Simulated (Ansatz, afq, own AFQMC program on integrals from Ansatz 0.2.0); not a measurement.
**Atomization energy of AlGeH₃, singlet**

```yaml
atoms:
  - { symbol: Ge, position_ang: [-0.0422, 0.0000, 0.6623] }
  - { symbol: Al, position_ang: [0.0200, 0.0000, -1.8257] }
  - { symbol: H, position_ang: [0.7497, -1.0660, -0.3437] }
  - { symbol: H, position_ang: [0.7497, 1.0660, -0.3437] }
  - { symbol: H, position_ang: [1.0071, 0.0000, 1.8288] }
```

Connectivity, by distances: GeH–Al, 2 bridging H.

Atoms in their ground-state spins without spin–orbit coupling (mostly on UHF) minus the molecule (RHF), without zero-point energy. The geometry is a stationary point, not shown to be a minimum.

Basis cc-pVTZ. Noble-gas cores (and the filled d shells of Ga–Kr and In–Xe) are frozen. Integrals, coupled cluster, full CI and functionals: Ansatz 0.2.0; the random walks run on the same integrals in our own AFQMC program. ph-AFQMC/CISD is guided by a CISD state made of CCSD amplitudes; releasing the constraint for a short imaginary time cuts its bias at the price of noise, slowly where states lie close. Error bars are statistical, one sigma. No spin–orbit coupling. The errors of all members are added in quadrature.

No full CI on the walks' own integrals is used here; CCSDT(Q) serves as the reference and is uncertain by about the last step of the cluster series. Each member takes its own surest rung, up to full CI.

The best estimate is CCSD(T) at the basis-set limit (CBS: def2-TZVPP and def2-QZVPP, with their diffuse functions for anions and beside diffuse sets, CCSD(T) itself extrapolated) plus the step from CCSD(T) to CCSDT(Q) in cc-pVTZ. Rows without CBS are in cc-pVTZ; B2PLYP and the wave-function rows carry a basis error of their own. Core correlation and relativity beyond core potentials are missing, and ± holds the sampling alone.

Cautions: inner d shell frozen; no relativity below Rb; no spin-orbit coupling; AlGeH₃ (singlet): the released energies are still falling, so no released level is given (meV from the phaseless value at times in 1/Eh: 0 ± 5 at 0.24, -4 ± 5 at 0.51, -2 ± 5 at 0.99, -12 ± 5 at 1.62, -18 ± 6 at 2.40), though the last usable value meets CCSDT(Q) within the noise; other spins of the molecule weren't checked.

Best estimate: 1079.9 kJ/mol.

```csv
level,atomization energy (kJ/mol),error against the best estimate (kJ/mol)
HF,728.8,-351.1
MP2,1014.1,-65.7
CCSD,1028.0,-51.8
CCSD(T),1046.4,-33.4
ph-AFQMC/CISD,1048.9 ± 0.5,-30.9 ± 0.5
HF/CBS,732.8,-347.0
MP2/CBS,1046.7,-33.2
CCSD(T)/CBS,1077.4,-2.4
PBE,1074.2,-5.7
r2SCAN,1089.4,9.5
PBE0,1059.2,-20.7
B3LYP,1064.2,-15.7
wB97M-V,1084.3,4.4
B2PLYP,1051.5,-28.4
surest rungs in cc-pVTZ,1048.9,-31.0
```

Correlation beyond CCSD(T) adds 2.4 kJ/mol. Going to the basis-set limit adds 31.0 kJ/mol at CCSD(T). The perturbative (T) step is worth +18.4 kJ/mol.

Best estimates are given only where the step beyond CCSD(T) is under 0.3 eV and no member's determinant is very poor (T1 over 0.05, or 0.07 for open shells, ⟨S²⟩ too high by 0.3, two states mixed), so the hardest cases are missing from such tables.

The functionals ran in a triple-zeta set and keep a basis error of their own, a few kJ/mol for each bond in atomization energies and more for double hybrids, so close places among them and the extrapolated levels can swap.

Each member of a difference takes its own highest rung, so a best estimate needn't equal the limit plus the step of one row. A walk keeps the symmetry of its determinant, which the program's search chose and which needn't be the lowest solution, so a lower state of the same spin and another symmetry isn't excluded.
